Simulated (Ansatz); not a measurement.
# [NO2]− (nitrite) at 6 levels

We compute a comparison of 6 runs (UB3LYP/STO-3G, UPBE/STO-3G, r2SCAN/STO-3G, BCCD(T)/STO-3G, CCSDT(Q)/STO-3G, UCCSD(T)/STO-3G) of [NO2]− (nitrite). 

Program for the calculation: Ansatz 0.2.0.

12 further runs of the same task are left out: 10 that didn't finish, 2 set aside as unsound or not needed.

### Step 1. The system as given

The species is [NO2]− (3 atoms), meant as a singlet with charge -1. As SMILES, `O=N[O-]`. The O3–N2 distance was set to 1.590 Å, away from the relaxed value.

Bond lengths: O1–N2 1.272 Å, N2–O3 1.590 Å. Angles: O1–N2–O3 117.3°.

### Step 2. A single-point energy at UB3LYP/STO-3G (run 1)

input.yaml reads:

```yaml
crystal:
  periodic: [false, false, false]
  atoms:
    - {symbol: O, position_ang: [0.580462, 1.144686, 0.446189]}
    - {symbol: "N", position_ang: [0.578382, -0.119294, 0.304939]}
    - {symbol: O, position_ang: [-0.662520, -0.766520, -0.449410]}
basis:
  gaussian:
    orbitals: STO-3G
total_charge: -1
magnetization:
  spin_polarized: true
  initial_magnetization: 0
hamiltonian:
  xc: {name: B3LYP}
accuracy: high
```

Command:

```bash
$ ansatz run input.yaml --threads 1 --pin off --max-ram 2610MiB --events-out events.jsonl --progress --plain --runs-dir runs
```

Log:

```text
Warning: RAYON_NUM_THREADS=1 ignored (pool sized by the plan → 1); use --threads N
Functional definition: B3LYP
  name "B3LYP"
  parameter a0 = 0.2
  parameter ax = 0.72
  parameter ac = 0.81
  exchange = (1 - a0 - ax)*slater_x + ax*b88_x + a0*exact_x
  correlation = (1 - ac)*vwn_rpa_c + ac*lyp_c
250 factors; integrals over basis functions are off by at most 3.4e-8 eV
mean field evaluation 1: about -5494.4651 eV, gradient 2.6e1 eV
mean field evaluation 2: about -5405.4596 eV, gradient 1.2e2 eV
mean field evaluation 4: about -5499.3299 eV, gradient 1.0e1 eV
mean field evaluation 8: about -5499.9278 eV, gradient 2.3e-1 eV
mean field evaluation 16: about -5499.9282 eV, gradient 2.3e-7 eV
mean field evaluation 32: about -5499.9963 eV, gradient 9.8e-9 eV
mean field -5499.99626976 eV, -202.1211348822 hartree, gradient 9.8e-9 eV, S^2 0.320341; 4 other end points of the search recorded, 0 dependent functions left out
reference -5499.99628621 eV, -202.1211354868 hartree; 12, 12 occupied and 3, 3 virtual orbitals, 250 factors
Total energy: -5499.99628621 eV, -202.1211354868 hartree
```

Wall time 2.9 s (1 thread of Arm Neoverse V1, shared host); peak memory 0.11 GiB.

### Step 3. A single-point energy at UPBE/STO-3G (run 2)

in.yaml reads:

```yaml
crystal:
  periodic: [false, false, false]
  atoms:
    - {symbol: O, position_ang: [0.580462, 1.144686, 0.446189]}
    - {symbol: N, position_ang: [0.578382, -0.119294, 0.304939]}
    - {symbol: O, position_ang: [-0.662520, -0.766520, -0.449410]}
basis:
  gaussian:
    orbitals: STO-3G
magnetization:
  spin_polarized: true
total_charge: -1
accuracy: high
hamiltonian:
  xc: pbe
```

Command:

```bash
$ ansatz run in.yaml --threads 1 --pin off --max-ram 2610MiB --events-out events.jsonl --progress --plain --runs-dir runs
```

Log:

```text
Warning: RAYON_NUM_THREADS=1 ignored (pool sized by the plan → 1); use --threads N
Functional definition: PBE
  name "PBE"
  parameter kappa = 0.804
  parameter beta = 0.06672455060314922
  exchange = pbe_x(kappa = kappa, mu = beta*pi^2/3)
  correlation = pbe_c(beta = beta)
250 factors; integrals over basis functions are off by at most 3.4e-8 eV
mean field evaluation 1: about -5490.2541 eV, gradient 2.5e1 eV
mean field evaluation 2: about -5317.9995 eV, gradient 1.4e2 eV
mean field evaluation 4: about -5494.3894 eV, gradient 1.3e1 eV
mean field evaluation 8: about -5494.4006 eV, gradient 1.2e1 eV
mean field evaluation 16: about -5495.2712 eV, gradient 7.4e-9 eV
mean field evaluation 32: about -5493.9593 eV, gradient 1.1e-2 eV
mean field evaluation 64: about -5494.2057 eV, gradient 7.7e0 eV
mean field -5495.27117082 eV, -201.9474906992 hartree, gradient 2.1e-8 eV, S^2 0.000000; 9 other end points of the search recorded, 0 dependent functions left out
reference -5495.27117163 eV, -201.9474907287 hartree; 12, 12 occupied and 3, 3 virtual orbitals, 250 factors
Total energy: -5495.27117163 eV, -201.9474907287 hartree
```

Wall time 3.3 s (1 thread of Arm Neoverse V1, shared host); peak memory 0.1 GiB.

### Step 4. The energy at r2SCAN/STO-3G (run 3)

molecule.yaml reads:

```yaml
crystal:
  periodic: [false, false, false]
  atoms:
    - {symbol: O, position_ang: [0.580462, 1.144686, 0.446189]}
    - {symbol: N, position_ang: [0.578382, -0.119294, 0.304939]}
    - {symbol: O, position_ang: [-0.662520, -0.766520, -0.449410]}
basis:
  gaussian:
    orbitals: STO-3G
total_charge: -1
hamiltonian:
  xc: r2scan
accuracy: high
```

Command:

```bash
$ ansatz run molecule.yaml --threads 1 --pin off --max-ram 2610MiB --events-out events.jsonl --progress --plain --runs-dir runs
```

Log:

```text
Warning: RAYON_NUM_THREADS=1 ignored (pool sized by the plan → 1); use --threads N
Functional definition: r2SCAN
  name "r2SCAN"
  parameter k0 = 0.174
  parameter k1 = 0.065
  parameter a1 = 4.9479
  exchange = r2scan_x(k0 = k0, k1 = k1, a1 = a1)
  correlation = r2scan_c
250 factors; integrals over basis functions are off by at most 3.4e-8 eV
mean field evaluation 1: about -5493.8173 eV, gradient 3.5e1 eV
mean field evaluation 2: about -5351.9874 eV, gradient 2.1e2 eV
mean field evaluation 4: about -5498.9159 eV, gradient 5.3e0 eV
mean field evaluation 8: about -5498.9965 eV, gradient 5.8e-1 eV
mean field evaluation 16: about -5498.9245 eV, gradient 1.3e-4 eV
mean field evaluation 32: about -5493.3745 eV, gradient 1.4e-3 eV
mean field -5498.92454372 eV, -202.0817496768 hartree, gradient 1.7e-8 eV, S^2 0.000000; 3 other end points of the search recorded, 0 dependent functions left out
reference -5498.92454384 eV, -202.0817496810 hartree; 12, 12 occupied and 3, 3 virtual orbitals, 250 factors
Total energy: -5498.92454384 eV, -202.0817496810 hartree
```

Run time: 3.3 s. Hardware: 1 thread of Arm Neoverse V1, shared host; peak memory 0.11 GiB.

Runs 4 to 5 aren't shown in full; the table further down has their settings and results.

### Step 5. The energy at UCCSD(T)/STO-3G (run 6)

run.yaml reads:

```yaml
crystal:
  periodic: [false, false, false]
  atoms:
    - {symbol: O, position_ang: [0.580462, 1.144686, 0.446189]}
    - {symbol: N, position_ang: [0.578382, -0.119294, 0.304939]}
    - {symbol: O, position_ang: [-0.662520, -0.766520, -0.449410]}
basis:
  gaussian: {orbitals: STO-3G}
total_charge: -1
magnetization: {spin_polarized: true}
correlation: {method: ccsd_t, frozen_orbitals: {"N": 1, O: 1}}
accuracy: high
scf: {omitted_lower_state_checks: [cluster_reference, increment]}
```

Command:

```bash
$ ansatz run run.yaml --threads 1 --pin off --max-ram 2610MiB --events-out events.jsonl --progress --plain --runs-dir runs
```

Log (excerpt; [...] marks lines left out):

```text
Warning: RAYON_NUM_THREADS=1 ignored (pool sized by the plan → 1); use --threads N
Functional definition: HF
  name "HF"
[...]
250 factors; integrals over basis functions are off by at most 3.4e-8 eV
[...]
mean field -5474.07506701 eV, -201.1685482514 hartree, gradient 6.6e-8 eV, S^2 1.093626; 14 other end points of the search recorded, 0 dependent functions left out
3 core orbitals not correlated: weight in the atoms' cores, before any rotation towards them, 1.000 or more for the frozen orbitals, at most 0.000 for the correlated occupied ones
reference -5474.07506701 eV, -201.1685482514 hartree; 9, 9 occupied and 3, 3 virtual orbitals, 250 factors
second order -2.45671389 eV of doubles, -0.00000000 eV of singles
cycle   1  -2.87270181 eV  change   -4.2e-1 eV  update   9.4e-2
[...]
cycle  40  -3.95510968 eV  change   6.1e-10 eV  update  2.7e-10
perturbative correction -0.29928620 eV, -0.0109985649 hartree
Total energy: -5478.32946289 eV, -201.3248944162 hartree
Checks for a lower state left out: cluster_reference, increment
```

It took 0.74 s on 1 thread of Arm Neoverse V1, shared host.

### Step 6. Overview of the runs

```tsv
run	level	frozen core orbitals	energy (Eh)	wall time
1	UB3LYP/STO-3G	–	-202.121135	2.9 s
2	UPBE/STO-3G	–	-201.947491	3.3 s
3	r2SCAN/STO-3G	–	-202.081750	3.3 s
4	BCCD(T)/STO-3G	3	-201.328318	0.32 s
5	CCSDT(Q)/STO-3G	3	-201.337384	0.75 s
6	UCCSD(T)/STO-3G	3	-201.324894	0.74 s
```

### Step 7. Outcome

```
                                          quantity          value
                               run 6: total energy  -201.32489 Eh
run 6: correlation energy (3 core orbitals frozen)     -156.3 mEh
                             run 6: (T) correction     -11.00 mEh
          run 6: ⟨S²⟩ of the reference determinant          1.094
                              run 6: T1 diagnostic          0.088
```

What this shows: Totals of different functionals can't be ranked against each other. In runs 4, 5 the log says that unrestricted orbitals would lower the reference, so the values rest on an unstable closed-shell determinant (other closed-shell runs at this shape may share the fault). In runs 1, 2, 3, 4, 5, 6 the basis is minimal, so the values are rough. Spin contamination of the reference: run 6 ⟨S²⟩ = 1.09, run 1 ⟨S²⟩ = 0.32. Where it is this large, the reference is a mixture of spin states, and values that rest on it are in doubt. All runs together took 11 s, the longest 3.3 s.
